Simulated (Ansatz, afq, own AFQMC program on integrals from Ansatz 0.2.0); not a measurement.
Integrals from Ansatz 0.2.0, then the random walk in our own AFQMC program (afq).

```yaml
crystal:
  periodic: [false, false, false]
  atoms:
    - {symbol: P, position_ang: [0.000000, 0.000000, 1.935800]}
    - {symbol: Ga, position_ang: [0.000000, 0.000000, -0.192200]}
    - {symbol: H, position_ang: [0.000000, 0.000000, -1.743600]}
basis:
  gaussian: {orbitals: cc-pVDZ}
magnetization: {spin_polarized: true, initial_magnetization: 1}
correlation: {method: ccsd_t, electrons: outside_noble_gas, hamiltonian_folder: ham}
```

```sh
$ ansatz run in.yaml --threads 1 --pin off --events-out ev --progress --plain --max-ram 1843MiB
```

afq runs on the folder ham with

```
--method phaseless --trial cisd --walkers 60 --populations 1 --least-time 40 --time-step 0.005 --steps-per-block 50 --equilibration-blocks 28 --max-blocks 300 --target-error 0.00036 --factor-cut 1e-05 --start spin_pure --seed 7167 --release-times 0.24,0.51,0.99,1.62,2.4 --release-step 0.03 --release-every 4 --taylor-order 6
```

Times are imaginary, in 1/Eh. The walk had a cap of 678 s. Filled inner d shells are frozen with the cores.

Log:

```
orbitals 31  electrons 5 4  factors 238 of 558
reference energy -2264.49006403 Eh
CCSD correlation -0.17615167 Eh in 13 cycles, weight of the determinant in the CISD state 0.8636
energy of the start -2264.664300 Eh
 block  time / (1/Eh)  mean weight  energy / Eh
     1     0.250  1.0013  -2264.662723
     2     0.500  0.9988  -2264.664115
     3     0.750  0.9993  -2264.666037
     4     1.000  1.0000  -2264.667041
     5     1.250  1.0008  -2264.667325
     9     2.250  1.0005  -2264.675105
    33     8.250  1.0002  -2264.676207
    65    16.250  1.0008  -2264.681400
    97    24.250  0.9993  -2264.675105
   113    28.250  1.0006  -2264.668478
   129    32.250  1.0007  -2264.681200
   161    40.250  0.9994  -2264.674128
   169    42.250  0.9985  -2264.685443
   193    48.250  0.9996  -2264.674713
   225    56.250  0.9978  -2264.677246
   257    64.250  0.9971  -2264.671978
   289    72.250  1.0006  -2264.672792
   321    80.250  1.0011  -2264.669881
blocks merged  error / Eh  count
     1  0.000218  300
     2  0.000280  150
     4  0.000334  75
     8  0.000419  37
    16  0.000498  18
    32  0.000460  9
released: time / (1/Eh)  energy / Eh  error  mean overlap
  0.24  -2264.674914  0.000563  1.0050
  0.51  -2264.675123  0.000490  0.9967
  0.99  -2264.674636  0.000415  1.0188
  1.62  -2264.675829  0.000526  0.9930
  2.40  -2264.676274  0.000580  0.9821
energy -2264.674672 +/- 0.000498 Eh
(rows thinned)
```

The run passed its tests (sampling time, drift between the halves within three errors, error under three times the target), which doesn't prove that it has relaxed. The second half of the sampling lies above the first by 2.0 errors of their difference, so the energy may still be moving and its error bar be too small.

Against this walk (error 13.6 meV) on the same determinant: CCSD(T) 28.0 meV higher, CCSDT(Q) 30.8 meV lower. The error is statistical and leaves out the bias of the constraint. The released energies are still falling (meV from the phaseless value at times in 1/Eh: -7 ± 15 at 0.24, -12 ± 13 at 0.51, 1 ± 11 at 0.99, -31 ± 14 at 1.62, -44 ± 16 at 2.40), so they give no level.

Cautions: constraint bias not in the error; error above the target (13.6 against 9.8 meV); no relativity below Rb; no spin-orbit coupling; inner d shell frozen; unrestricted determinant slightly spin contaminated (⟨S²⟩ 0.81 against 0.75).

The walk took 6.1 min on 1 thread of Intel(R) Xeon(R) Platinum 8259CL CPU @ 2.50GHz (Skylake/Cascade Lake), with other jobs on the host. The log's last line is the phaseless energy.

CCSDT and higher add their correlation energy to the determinant of the CCSD(T) run, since their own runs factorise the integrals more tightly (a shift of under 2 meV). A walk keeps the symmetry of its determinant, which the program's search chose and which needn't be the lowest solution, so a lower state of the same spin and another symmetry isn't excluded.
